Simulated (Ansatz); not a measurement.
Molecule: molecular nitrogen, N2, net charge 0, singlet state. SMILES: N#N
Coordinates optimised at B3LYP-D3(BJ)/def2-TZVP (Ansatz, a first-principles code):
```xyz
2

N      0.0000     0.0000    -0.5454
N      0.0000     0.0000     0.5454
```

Atomisation energy built up term by term with Ansatz (kcal/mol; UHF references for open shells; valence terms freeze the core; atomic spin-orbit terms are left out). CBS marks a two-point X^-3 extrapolation of the correlation energy; Hartree-Fock from the larger set (for Q and 5 zeta extrapolated as (X+1)exp(-9√X)).

```tsv
term	basis	kcal/mol
Hartree-Fock	CBS(cc-pVQZ,cc-pV5Z)	116.20
CCSD correlation	CBS(cc-pVQZ,cc-pV5Z)	101.45
(T)	CBS(cc-pVQZ,cc-pV5Z)	9.31
CCSDT - CCSD(T)	cc-pVDZ	-0.11
(Q)	cc-pVDZ	0.98
core correlation	cc-pwCVTZ	0.96
scalar relativity (X2C)	cc-pVTZ-DK against cc-pVTZ	-0.13
sum: De		228.7
```

(T) makes 4.1 % of the CCSD(T) atomisation energy; under 5 % is typical of single-reference molecules.
